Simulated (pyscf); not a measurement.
Optimised with ωB97X-D3(BJ)/def2-SVP in PySCF.

### Question
For the elementary gas-phase step HO–Zr(F)(F)–Cl + hydrogen fluoride (HF) → HO–Zr(F)(F)–F + hydrogen chloride (HCl) (singlet surface; Cl–Zr, F–H broken, F–Zr, Cl–H formed), what barrier and reaction energy does PBE0-D3(BJ)/def2-TZVP give, measured from the separated reactants?

### Answer
ΔE‡ = -6.8 kJ/mol, ΔE = -13.1 kJ/mol. ωB97M-D3(BJ)/def2-TZVP gives -2.3 kJ/mol and -21.0 kJ/mol. Zero-point energy shifts the barrier by -2.7 kJ/mol. It is a four-centre exchange, with an imaginary mode of 412i cm⁻¹. On the reactant side the descent ends in an adduct with a F–Zr contact (not fully relaxed), 40.5 kJ/mol under the separated species and 36.0 kJ/mol under the saddle at ωB97X-D3(BJ)/def2-TZVP. On the product side the descent ends in an adduct with a Cl–Zr contact, 31.8 kJ/mol under the separated species and 33.2 kJ/mol under the saddle at ωB97X-D3(BJ)/def2-TZVP. At PBE0-D3(BJ) the saddle lies under the separated reactants, which points to a path from their complex (located at ωB97X-D3(BJ) alone). What is counted as formed (F–Zr) is already present as a longer contact in the reactant adduct; forming that adduct is a step of its own. What is counted as broken (Cl–Zr) persists as a longer contact in the product adduct; parting that adduct is a step of its own. One saddle was located; it need not be the lowest between these sides. Elements past Kr carry the def2 core potentials, without spin-orbit coupling.
